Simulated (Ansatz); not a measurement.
# BH8NSi: the cost of one run

Method: RKS PBE0-D4/def2-SVP, in Ansatz 0.2.0.

1 further run of the same task is left out (it didn't finish).

## (1) Starting point

Bond lengths: B1–H3 1.190 Å, B1–H4 1.190 Å, B1–N5 1.850 Å, N5–H6 1.060 Å, N5–Si7 1.820 Å, Si7–H8 1.460 Å, Si7–H9 1.460 Å, Si7–H10 1.460 Å, Si7–H11 1.704 Å. Angles (14 of 16 angles, heavy atoms first): B1–N5–Si7 120.0°, H3–B1–N5 97.0°, H4–B1–N5 101.2°, B1–N5–H6 120.0°, H6–N5–Si7 120.0°, N5–Si7–H8 109.5°, N5–Si7–H9 109.5°, N5–Si7–H10 109.5°, N5–Si7–H11 43.2°, H3–B1–H4 120.0°, H8–Si7–H9 109.4°, H8–Si7–H10 109.4°, H8–Si7–H11 146.4°, H9–Si7–H10 109.4°.

As a file:

```xyz
11

B     0.0000    0.0000    0.0000
H     0.0000    0.0000    1.5400
H     1.0305    0.0000   -0.5950
H    -1.0305    0.0000   -0.5950
N     0.0773   -1.7539    0.5833
H    -0.4410   -2.5119    0.0539
Si    1.0434   -2.1779    2.0663
H     1.2276   -3.6248    2.1308
H     2.3474   -1.5244    2.0018
H     0.3313   -1.7252    3.2578
H     0.0395   -0.8969    1.5631
```

## (2) Pulling towards end A

Springs on the bonds that form and break draw the guess towards this end; the thresholds are loose.

File input.yaml:

```yaml
crystal:
  periodic: [false, false, false]
  atoms:
    - { symbol: B, position_ang: [0.0, 0.0, 0.0] }
    - { symbol: H, position_ang: [0.0, 0.0, 1.54] }
    - { symbol: H, position_ang: [1.0305, 0.0, -0.595] }
    - { symbol: H, position_ang: [-1.0305, 0.0, -0.595] }
    - { symbol: "N", position_ang: [0.0773, -1.7539, 0.5833] }
    - { symbol: H, position_ang: [-0.441, -2.5119, 0.0539] }
    - { symbol: Si, position_ang: [1.0434, -2.1779, 2.0663] }
    - { symbol: H, position_ang: [1.2276, -3.6248, 2.1308] }
    - { symbol: H, position_ang: [2.3474, -1.5244, 2.0018] }
    - { symbol: H, position_ang: [0.3313, -1.7252, 3.2578] }
    - { symbol: H, position_ang: [0.0395, -0.8969, 1.5631] }
basis:
  gaussian: { orbitals: def2-SVP }
hamiltonian:
  xc: pbe0
  dispersion: d4
relax:
  f_tol: 0.15
  max_steps: 25
  restrain:
    - { distance: [0, 4], at: 2.75, k: 30.0 }
    - { distance: [10, 1], at: 1.86, k: 30.0 }
    - { distance: [0, 1], at: 1.19, k: 30.0 }
    - { distance: [10, 4], at: 1.06, k: 30.0 }
output:
  orbitals: {}
```

Run with:

```sh
> ansatz run input.yaml --threads 2 --pin off --max-ram 3072MiB --backend cpu --events-out ev --progress --plain --runs-dir out
```

What time and memory should one allow on 2 threads of Arm Neoverse V1, shared host?

About 25 s, with a peak of 0.16 GiB.
